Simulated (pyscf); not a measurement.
PySCF, gas phase, ωB97X-D3(BJ)/def2-SVP geometries. Correlated levels are frozen-core, on RHF or UHF. ΔMP2 is the change of the MP2 total energy from the triple- to the quadruple-zeta basis.

Q: Estimate by transition-state theory the rate constant of B–CH₃ [singlet] + hydrogen chloride (HCl) → B–Cl [singlet] + methane (CH₄) (singlet surface; B–C, Cl–H broken, B–Cl, C–H formed) at 298 K, with CCSD(T)/def2-TZVPP + ΔMP2(QZVPP) energies (ideal gas, 1 atm, RRHO with modes under 100 cm⁻¹ raised to 100, one conformer, R ln 2 for chiral ones without a mode under 150 cm⁻¹; no tunnelling).

A: The electronic barrier is 24.8 kcal/mol and the thermal terms add +9.0, so ΔG‡ = 33.7 kcal/mol. With k_BT/h = 6.21e+12 s⁻¹ and RT = 0.592 kcal/mol, and a volume of 4.06e-20 cm³ per molecule at 1 atm, k = 4.7e-32 cm³ molecule⁻¹ s⁻¹. Wigner's tunnelling factor for 1028i cm⁻¹ would be 2.02, likely too low at so high a frequency. A shift of 1 kcal/mol in the barrier changes k by a factor 5.4. On the reactant side the descent ends in a bound adduct, 8.2 kcal/mol under the separated species and 31.9 kcal/mol under the saddle at ωB97X-D3(BJ)/def2-TZVP. One saddle was located; it need not be the lowest between these sides. The CCSD(T) − MP2 part came from Ansatz, without density fitting, on the same reference.
